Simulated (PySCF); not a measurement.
All of these have the formula CHNS. The calculation used TDDFT wB97X-D/def2-SVPD, vertical, gas phase, core orbitals frozen in the response in PySCF. Geometries: GFN2-xTB; one conformer of each isolated species. Triplets are in the Tamm–Dancoff approximation.

A. `[C-]#[N+]S` (isothiofulminic acid)
B. `N=C=S` (isothiocyanic acid)
C. `N#CS` (thiocyanic acid)

Lowest singlet levels (six at most, fewer where fewer were computed) with oscillator strengths:

1. 218 nm (f 0.000); 182 nm (f 0.004); 176 nm (f 0.015); 167 nm (f 0.022); 148 nm (f 0.001); 143 nm (f 0.148); T1 5.33 eV
2. 269 nm (f 0.000); 231 nm (f 0.007); 211 nm (f 0.000); 174 nm (f 0.025); 167 nm (f 0.089); 159 nm (f 0.745); T1 4.33 eV
3. 241 nm (f 0.000); 198 nm (f 0.004); 179 nm (f 0.019); 171 nm (f 0.043); 165 nm (f 0.069); 153 nm (f 0.095); T1 4.58 eV

Question: Match each spectrum to its molecule.

Answer: 1 = C, 2 = B, 3 = A.
- A: S1 at 5.14 eV, HOMO→LUMO (97%); Löwdin shares by element: HOMO sulfur 62%, nitrogen 22%, carbon 11%, hydrogen 5%; LUMO sulfur 63%, nitrogen 15%, hydrogen 13%, carbon 8%; HOMO -9.90 and LUMO 0.73 eV; point group Cs, 1 of its 6 listed states under f = 0.0005.
- B: S1 at 4.61 eV, HOMO→LUMO (98%); Löwdin shares by element: HOMO sulfur 57%, nitrogen 22%, carbon 19%; LUMO sulfur 35%, carbon 33%, nitrogen 25%, hydrogen 8%; HOMO -9.45 and LUMO 0.63 eV; point group Cs, 2 of its 6 listed states under f = 0.0005.
- C: S1 at 5.69 eV, HOMO→LUMO (89%); Löwdin shares by element: HOMO sulfur 55%, nitrogen 22%, carbon 18%, hydrogen 4%; LUMO sulfur 47%, hydrogen 24%, carbon 17%, nitrogen 12%; HOMO -10.22 and LUMO 0.86 eV; point group Cs, 1 of its 6 listed states under f = 0.0005.
